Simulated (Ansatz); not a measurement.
Rock-salt ZrC, relaxed in Ansatz (plane waves) with several semilocal functionals. Each gives its own volume and its own zone-centre TO phonon frequency:

```
level         V0 (Å³/atom)  TO(Γ) frequency (cm⁻¹)   ln V0  ln ω_TO
------------  ------------  ----------------------  ------  -------
LDA                 12.501                   450.0  2.5258   6.1092
PBEsol              12.723                   442.8  2.5434   6.0931
r²SCAN+rVV10        13.004                   414.1  2.5653   6.0261
PBE                 13.051                   419.6  2.5689   6.0393
r²SCAN              13.073                   406.4  2.5705   6.0073
BLYP                13.489                   376.6  2.6019   5.9312
```

Task: Fit a straight line to ln ω_TO against ln V0. What does it predict for revPBE, whose volume is 13.195 Å³/atom?

Result: With x = ln V0 and y = ln ω_TO: means 2.56263 and 6.03437; Σ(Δx Δy) = -0.008141, Σ(Δx²) = 0.003377, so the slope is -2.41. At x = 2.5798 the line gives y = 6.03437 + (-2.41) × (2.5798 − 2.56263) = 5.9930, or 400.6 cm⁻¹. The run with revPBE gives 411.6 cm⁻¹, +2.7 % from the line. The rows used scatter about it by up to 2.0 %, while the largest value lies 19 % above the smallest.

Ansatz's density-functional and Hartree–Fock values are scalar-relativistic unless marked +SOC, with PAW data made under PBE.

Ansatz is an electronic-structure program.
